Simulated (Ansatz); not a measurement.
# One elementary step

Start structure (CH6AlN, singlet), relaxed at PBE0-D4/def2-TZVP:

Al1  (-0.705, -0.129, -0.032)
N2  (-0.117, -1.659, 0.636)
H3  (-2.273, -0.015, -0.259)
C4  (0.552, 1.302, -0.446)
H5  (-0.705, -2.441, 0.874)
H6  (0.846, -1.877, 0.834)
H7  (1.587, 1.033, -0.221)
H8  (0.314, 2.210, 0.119)
H9  (0.502, 1.575, -1.505)
(Å)

The step: CH₆AlN ([CH3][AlH][NH2]) → CH₃Al ([CH3][Al]) + NH₃ (still joined by a long Al–N bond); bonds formed: N2–H3; bonds broken: Al1–H3; bonds weakened to dative contacts: Al1–N2. Program: Ansatz 0.2.0. Basis: def2-TZVPP and def2-QZVPP. Cores are frozen in the correlated methods. Extrapolation: Hartree–Fock as exp(−7.88 √X), correlation as X^−2.97. Energies below are by CCSD(T) at an estimated basis limit (MP2 extrapolated from triple and quadruple zeta, plus CCSD(T) − MP2 in triple zeta).

Question: What are the electronic barrier and the energy of the step, from the start structure to the end structure? (Judge from chemistry; the value comes from the calculation.)

Answer: The calculation gives: Barrier 72.23 kcal/mol; step energy 36.78 kcal/mol (uphill); reverse barrier, their difference, 35.45 kcal/mol. Barrier and step energy count from the start structure, the reverse barrier from the end structure.

The saddle point: One imaginary mode of 1451i cm⁻¹.
```tsv
pair	start (Å)	saddle (Å)	end (Å)
N2–H3	2.85	1.44	1.02
Al1–N2	1.77	1.91	2.24
Al1–H3	1.59	1.71	2.74
```

Zero-point energy (harmonic, PBE0-D4): ZPE is 42.59 kcal/mol at the start and 41.21 kcal/mol at the saddle, so the barrier goes from 72.23 to 70.86 kcal/mol.

T1 diagnostic: at most 0.016. The restricted Hartree–Fock reference is unstable towards an unrestricted one at one or more of these structures. A large double-excitation amplitude points to some diradical character; no triplet was computed.

Labels in which every atom is bracketed show which atoms are joined, not bond orders.

For scale, one of the runs: CCSD(T)/def2-TZVPP, 188 basis functions, launched by `ansatz run in.yaml --threads 2 --pin off --events-out ev --progress --plain --max-ram 4352MiB`. Hardware: 2 CPU threads of an Intel Xeon 6975P-C, shared host. Wall time 14 s; peak host memory 2 GiB.
